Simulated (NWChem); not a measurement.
System meant: methyl formate (C₂H₄O₂); SMILES COC=O

Input file for NWChem:

```
start job
memory heap 200 mb stack 900 mb global 1100 mb
geometry units angstroms noautoz
  C     -0.509398    -1.318595     0.002594
  O      0.676406    -0.537951     0.001445
  C      0.503956     0.780578     0.000236
  O     -0.552295     1.343814    -0.000184
  H     -1.115372    -1.111425    -0.891944
  H     -0.189132    -2.366689     0.008631
  H     -1.119780    -1.102316     0.891930
  H      1.496118     1.278758    -0.000275
end
basis spherical
  * library def2-svp
end
dft
  xc pbe0
  iterations 4
  mulliken
end
task dft energy
```

End of the output:

```
    Atom       Charge   Shell Charges
 -----------   ------   -------------------------------------------------------
    1 C    6     5.93   1.96  0.58  0.31  1.83  1.13  0.12
    2 O    8     8.09   1.97  0.91  0.57  2.73  1.88  0.03
    3 C    6     5.89   1.96  0.60  0.30  1.77  0.97  0.29
    4 O    8     8.17   1.97  0.92  0.65  2.69  1.90  0.03
    5 H    1     0.97   0.64  0.26  0.07
    6 H    1     0.97   0.65  0.26  0.06
    7 H    1     0.97   0.64  0.26  0.07
    8 H    1     1.00   0.65  0.28  0.06

 center of mass
 --------------
 x =   0.02928898 y =   0.10263026 z =  -0.00001144

 moments of inertia (a.u.)
 ------------------
         260.311397795820          -0.000000000000           0.000000000000
          -0.000000000000          88.402527416925          -0.000000000000
           0.000000000000          -0.000000000000         337.260769456874

     Multipole analysis of the density
     ---------------------------------

     L   x y z        total         alpha         beta         nuclear
     -   - - -        -----         -----         ----         -------
     0   0 0 0     -0.000000    -16.000000    -16.000000     32.000000

     1   1 0 0      0.246312      0.123156      0.123156      0.000000
     1   0 1 0     -0.676158     -0.338079     -0.338079      0.000000
     1   0 0 1      0.000166      0.000083      0.000083      0.000000

     2   2 0 0    -17.560515    -33.710058    -33.710058     49.859601
     2   1 1 0      3.308155     -2.677336     -2.677336      8.662827
     2   1 0 1      0.000134     -0.000494     -0.000494      0.001123
     2   0 2 0    -17.706727    -81.216631    -81.216631    144.726536
     2   0 1 1     -0.000547     -0.000471     -0.000471      0.000396
     2   0 0 2    -16.925137    -11.303626    -11.303626      5.682115

 ------------------------------------------------------------------------
 dft energy failed                                                                                  0
 ------------------------------------------------------------------------
 ------------------------------------------------------------------------
  current input line :
    21: task dft energy
 ------------------------------------------------------------------------
 ------------------------------------------------------------------------
 This type of error is most commonly associated with calculations not reaching convergence criteria
 ------------------------------------------------------------------------
 For more information see the NWChem manual at https://nwchemgit.github.io

0:dft energy failed:Received an Error in Communication
```

**Question.** What is wrong, and how is it mended?

**Answer.** Convergence was not reached. Cause: the SCF was allowed too few iterations. This input runs:
```
start job
memory heap 200 mb stack 900 mb global 1100 mb
geometry units angstroms noautoz
  C     -0.509398    -1.318595     0.002594
  O      0.676406    -0.537951     0.001445
  C      0.503956     0.780578     0.000236
  O     -0.552295     1.343814    -0.000184
  H     -1.115372    -1.111425    -0.891944
  H     -0.189132    -2.366689     0.008631
  H     -1.119780    -1.102316     0.891930
  H      1.496118     1.278758    -0.000275
end
basis spherical
  * library def2-svp
end
dft
  xc pbe0
  iterations 150
  mulliken
end
task dft energy
```
It converges to -228.63886 Ha (PBE0/def2-SVP).
